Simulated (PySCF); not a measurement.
Potential energy surface of C₂H₄, singlet: twist about the double or partial double bond, both ends planar. Scanned: twist about the central bond. Other coordinates (C-C length, H-C-C angle, H-C-C angle, C-H length, C-H length) were minimised at PBE0/def2-TZVP.

The free coordinates were minimised at PBE0/def2-TZVP in PySCF; the energy column is CCSD(T) on RHF/cc-pVTZ, 2 core orbitals frozen run with PySCF, in eV.

```csv
at / °,C-C length / Å,H-C-C angle / °,H-C-C angle / °,C-H length / Å,C-H length / Å,E
0,1.323,121.7,121.7,1.085,1.085,0.000
7.50,1.323,121.7,121.7,1.085,1.085,0.030
15,1.325,121.7,121.7,1.085,1.085,0.119
22.50,1.327,121.7,121.7,1.086,1.086,0.266
30,1.330,121.8,121.8,1.086,1.086,0.471
37.50,1.334,121.9,121.9,1.087,1.087,0.731
45,1.340,122.0,122.0,1.088,1.088,1.043
52.50,1.346,122.1,122.1,1.089,1.089,1.400
60,1.354,122.3,122.3,1.090,1.090,1.796
67.50,1.363,122.4,122.4,1.091,1.091,2.217
75,1.375,122.6,122.6,1.092,1.092,2.639
82.50,1.388,122.7,122.7,1.093,1.093,3.011
90,1.405,122.8,122.8,1.093,1.093,3.219
```

Near 90° the triplet can lie below this singlet.
